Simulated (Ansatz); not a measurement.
Basis-set extrapolation for H$_{2}$OSi (`O=[SiH2]`) (PBE0-D4/def2-TZVP geometry, frozen core, Ansatz). Multiplicity 1, RHF reference.

```json
{"": "HF", "def2-TZVPP": "-364.985862", "def2-QZVPP": "-364.998992"}
{"": "MP2 correlation", "def2-TZVPP": "-0.360643", "def2-QZVPP": "-0.388574"}
{"": "CCSD(T) correlation", "def2-TZVPP": "-0.386874", "def2-QZVPP": "-0.412455"}
```

Energies in hartree. Use E(X) = E(∞) + A·exp(−7.88·√X) for Hartree–Fock and E(X) = E(∞) + B·X^(−2.97) for correlation, with X = 3 and 4.

Task: What is the CCSD(T) energy at the basis-set limit?

Result: HF limit: -364.998992 + (-0.013130) × 0.13774 = -365.00080. Correlation limit: -0.412455 + (-0.025581) × 0.74074 = -0.43140. Total: -365.43220 hartree, 156.1 kJ/mol below CCSD(T)/def2-TZVPP.
